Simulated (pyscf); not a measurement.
Single points on ωB97X-D3(BJ)/def2-SVP structures (PySCF, gas phase). Correlated levels are frozen-core, on RHF or UHF. ΔMP2 is the change of the MP2 total energy from the triple- to the quadruple-zeta basis.

How much does it cost (ΔH, 298 K, CCSD(T)/def2-TZVPP + ΔMP2(QZVPP)) to split H₂Si=N–SiH₃ at its H–Si bond into [H₂Si–N=SiH₂]• + H•?

H–Si to [H₂Si–N=SiH₂]• + H•: 377.7 kJ/mol. The radicals are drawn with the spin at the cut bond; how far it spreads was not checked. H₂Si=N–SiH₃ lies 42.2 kJ/mol over its isomer :HSi–NH–SiH₃ [singlet], and others may lie lower still (electronic energy, ωB97M-D3(BJ)). Other isomers of [H₂Si–N=SiH₂]• were not searched in full and may lie lower. The CCSD(T) − MP2 part came from Ansatz, without density fitting, on the same reference.
